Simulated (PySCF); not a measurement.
propane (C3H8), SMILES CCC.

Geometry: ωB97X-D3(BJ)/def2-SVP.

Computed with TDA-B3LYP/def2-SVPD (PySCF).

Vertical excitations. The molecule is in vacuum. State labels are in the subgroup C2v.

Computed excitation energies, oscillator strengths and character:
```csv
state,symmetry,energy (eV),λ (nm),f,main pairs
S1,B2,8.47,146,0.003,HOMO→LUMO 99 %
S2,B1,8.86,140,0.049,HOMO−2→LUMO 99 %
S3,A1,8.86,140,0.007,HOMO−1→LUMO 98 %
S4,A2,9.32,133,0.000,HOMO→LUMO+1 96 %
S5,B2,9.51,130,0.115,HOMO→LUMO+2 99 %
S6,B1,9.62,129,0.019,HOMO−1→LUMO+1 96 %
S7,A1,9.73,127,0.012,HOMO−2→LUMO+1 94 %
S8,A1,9.79,127,0.081,HOMO−1→LUMO+2 87 %
S9,B1,9.88,125,0.015,HOMO−2→LUMO+2 99 %
S10,A2,9.94,125,0.000,HOMO−3→LUMO 96 %
T1,B2,8.26,150,0,HOMO→LUMO 96 %
T2,A1,8.56,145,0,HOMO−1→LUMO 96 %
T3,B1,8.65,143,0,HOMO−2→LUMO 97 %
T4,A2,9.13,136,0,"HOMO→LUMO+1 84 %, HOMO−3→LUMO 13 %"
```
Triplets are in the Tamm–Dancoff approximation.
